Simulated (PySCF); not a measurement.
## How the method moves the proton affinities of isocyanic acid

Structure: `N=C=O` (CHNO). Non-hydrogen atoms are numbered in `[NH:1]=[C:2]=[O:3]`.

All levels share the PBE0-D3(BJ)/def2-SVP structures and the PBE0-D3(BJ)/def2-SVP thermal terms; only the single-point energies (PySCF) change. Values are proton affinities (298 K, kJ/mol).

Measured (NIST Chemistry WebBook): proton affinity (−ΔH) 753 kJ/mol.

```jsonl
{"level": "MP2/ma-def2-TZVP", "N1": "715", "O3": "642", "time": "7 s"}
{"level": "CCSD(T)/ma-def2-TZVP", "N1": "724", "O3": "653", "time": "2.3 min"}
{"level": "ωB97X-D3(BJ)/def2-TZVP", "N1": "732", "O3": "659", "time": "–"}
{"level": "HF/ma-def2-TZVP", "N1": "743", "O3": "672", "time": "1.3 s"}
```

Times are wall times for all single points of a level on 1 thread of Arm Neoverse V1, a shared host; the dash marks the run that also made the structures.

Hartree-Fock leaves out electron correlation, so its proton affinities can be off by tens of kJ/mol.

The widest spread is that of O3: 30 kJ/mol, from 642 to 672.
